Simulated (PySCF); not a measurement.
**A diatomic session: NH−**

An exercise on one series of results from a longer session: the logs are not shown, and one member is left open.

Program: PySCF 2.14.0. Level of theory: H aug-cc-pVDZ-DK, N aug-cc-pVDZ-DK, spin-free X2C with a Gaussian nucleus. These are calculated values, not measurements.

4 further runs of the same task are left out: 4 set aside as unsound or not needed.

Set-up of the first run:

The job is set up so:

- atoms: H, N
- charge: -1
- basis: H aug-cc-pVDZ-DK, N aug-cc-pVDZ-DK
- Hamiltonian: spin-free X2C with a Gaussian nucleus
- basis functions: 32
- electrons treated: 9
- masses in u: 1.0078, 14.0031
- levels: PBE0, PBE, r²SCAN, r²SCANh, MN15, BP86, ωB97X, MP2, SCS-MP2, CCSD, CCSD(T)
- grid: 80 radial by 434 angular points
- occupations: held fixed by the projection of orbital angular momentum
- dissociation limit: H− + N, each in its ground configuration
- starting distance in angstrom: 1.075
- values of 2S to try: 1, 3

Launch:

```
> OMP_NUM_THREADS=1 python dia.py task.json out
```

Among the steps run: Set-up; The PBE0 curve of the state that the search chose; PBE; r²SCAN (meta-GGA); r²SCANh (hybrid meta-GGA); MN15; BP86 (GGA); ωB97X; Correlated methods on the Hartree–Fock reference.

One table of the session follows, with a row left open; its other results are not shown here.

| level | Re (Å) | ωe (cm⁻¹) | De (eV) |
| --- | --- | --- | --- |
| UHF-MP2 | ? | ? | ? |
| UHF-SCS-MP2 | 1.050 | 3220 | 2.80 |
| UHF-CCSD | 1.052 | 3154 | 2.49 |
| UHF-CCSD(T) | 1.056 | 3114 | 2.63 |
| PBE | 1.059 | 3075 | 3.58 |
| BP86 | 1.061 | 3054 | 3.57 |
| r²SCAN | 1.049 | 3168 | 3.16 |
| r²SCANh | 1.046 | 3207 | 3.07 |
| PBE0 | 1.047 | 3211 | 3.23 |
| MN15 | 1.048 | 3212 | 3.03 |
| ωB97X | 1.044 | 3260 | 3.15 |

Q: Estimate the row for UHF-MP2 from the others.

**Answer.** Re (Å): 1.049; ωe (cm⁻¹): 3238; De (eV): 2.87.
